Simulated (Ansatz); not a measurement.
How the lattice constant a of Cu2ZnSnS4 (I-4, No. 82) moves with the method

No measured value is used here.

Problem. Put these levels in order of the lattice constant a that they give for Cu2ZnSnS4 (I-4, No. 82), smallest first: LDA (Ansatz, a quantum-chemistry and plane-wave program), PBE (Ansatz), PBE-D4 (Ansatz).

Solution. LDA (5.318 Å), PBE-D4 (5.394 Å), PBE (5.467 Å)

Ansatz's density-functional and Hartree–Fock values are scalar-relativistic unless marked +SOC, with PAW data made under PBE.
